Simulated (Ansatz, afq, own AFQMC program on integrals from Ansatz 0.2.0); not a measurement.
Atomization energy of AlGaHCl, singlet

```xyz
4

Al    0.0000    0.3261    2.6182
Ga    0.0000   -0.3280    0.0171
Cl    0.0000    0.3579   -2.0599
H     0.0000    1.3692    1.1870
```

Connectivity, by distances: AlH–Ga–Cl.

Atoms in their ground-state spins without spin–orbit coupling (mostly on UHF) minus the molecule (RHF), without zero-point energy. The geometry is a stationary point, not shown to be a minimum.

Basis cc-pVDZ. Noble-gas cores (and the filled d shells of Ga–Kr and In–Xe) are frozen. Ansatz 0.2.0 and our own AFQMC program on the same integrals; the CISD trial comes from CCSD amplitudes, and released means the phaseless constraint is let go. Free AFQMC starts from the CCSD state and is never constrained. Its projection time is finite, and what remains of the start isn't in its error. Uncertainties: one standard error, sampling alone. No spin–orbit coupling. The errors of all members are added in quadrature.

No full CI on the walks' own integrals is used here. The released AFQMC energy serves as the reference, which it does only where one determinant dominates, the energy is flat over the last release times and near the phaseless one (40 meV or 2 meV an electron, half that with transition metals). On small molecules, where full CI could be run and the noise was under 10 meV, such values lay within 10 meV of it in 19 cases of 20, a flattering rate, since the rule was set on those same cases; what remains of the bias isn't in the error bar. Each member takes its own surest rung, up to full CI.

Errors are counted within cc-pVDZ, not against nature.

Cautions: inner d shell frozen; no relativity below Rb; no spin-orbit coupling; AlGaHCl (singlet): restricted determinant unstable towards unrestricted (UHF 7 meV lower, ⟨S²⟩ 0.12), the released value is read at 2.40 1/Eh with a noise of 29 meV, more than in the cases checked (meV from the phaseless value at times in 1/Eh: -16 ± 18 at 0.24, -28 ± 16 at 0.51, -37 ± 16 at 0.99, -33 ± 21 at 1.62, -27 ± 29 at 2.40); other spins of the molecule weren't checked.

```csv
level,atomization energy (eV)
CCSD,7.354
MP2,7.573
```

(1) From these cheaper values, estimate the atomization energy at the reference level in cc-pVDZ.

(1) 7.533 ± 0.029 eV (AFQMC with the constraint released in cc-pVDZ).

```json
{"level": "HF", "atomization energy (eV)": "5.608", "error against released AFQMC (eV)": "-1.925 ± 0.029"}
{"level": "CCSD(T)", "atomization energy (eV)": "7.507", "error against released AFQMC (eV)": "-0.026 ± 0.029"}
{"level": "ph-AFQMC/HF", "atomization energy (eV)": "7.728 ± 0.063", "error against released AFQMC (eV)": "0.195 ± 0.069"}
{"level": "ph-AFQMC/CISD", "atomization energy (eV)": "7.515 ± 0.019", "error against released AFQMC (eV)": "-0.018 ± 0.035"}
{"level": "free AFQMC", "atomization energy (eV)": "7.512 ± 0.020", "error against released AFQMC (eV)": "-0.021 ± 0.036"}
```

Correlation beyond CCSD(T) changes it by less than twice the noise. The perturbative (T) step is worth +0.154 eV.

Free projections are given only where their last times agree within the noise and don't stop above the reference; a slow remainder of the start can still hide under it. A walk keeps the symmetry of its determinant, which the program's search chose and which needn't be the lowest solution, so a lower state of the same spin and another symmetry isn't excluded. Released energies are given only where the last usable release times agree within the noise; a slower fall can still hide under it.
